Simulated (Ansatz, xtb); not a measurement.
Isomers of BH2PS in order of energy

4 gas-phase structures of BH2PS, found in a search over its isomers (lower ones may exist). Each was relaxed with GFN2-xTB:

A. `B1PS1`, a singlet
B. `PB=S`, a singlet
C. `P=BS`, a singlet
D. `[BH2-]1P=[S+]1`, a singlet

Problem. Estimate their order in r2SCAN-D4/def2-SVP energy at these geometries, lowest first.

Solution. Calculated order at r2SCAN-D4/def2-SVP: B (0.0), A (43.4), C (100.9), D (116.5) kJ/mol.

Energies above the lowest of each column, in kJ/mol; the last columns are at B3LYP-D4/def2-TZVP geometries and were run for some of them only (a dash: not run or not comparable):

| structure | GFN2-xTB | HF/STO-3G | r2SCAN-D4/def2-SVP | B3LYP-D4/def2-TZVP | CCSD(T)/def2-TZVPP |
| --- | --- | --- | --- | --- | --- |
| B | 28.5 | 0.0 | 0.0 | 0.0 | 0.0 |
| A | 0.0 | 47.3 | 43.4 | 38.3 | 40.7 |
| C | 133.3 | 178.9 | 100.9 | 97.9 | 99.6 |
| D | 6.8 | 106.0 | 116.5 | – | – |

CCSD(T)/def2-TZVPP puts B lowest of those it was run on; GFN2-xTB picks A. Flexible structures stand in one conformer each, not always the lowest. Frequencies (B3LYP-D4/def2-TZVP) were run for A, B, C alone.

Over these structures GFN2-xTB departs from r2SCAN-D4/def2-SVP by 53.5 kJ/mol on average once a common shift is removed. A GFN2-xTB relaxation took about 0.37 s and the r2SCAN-D4/def2-SVP energy about 2.4 s on a shared host (Ansatz 0.2.0, xtb 6.7.1).
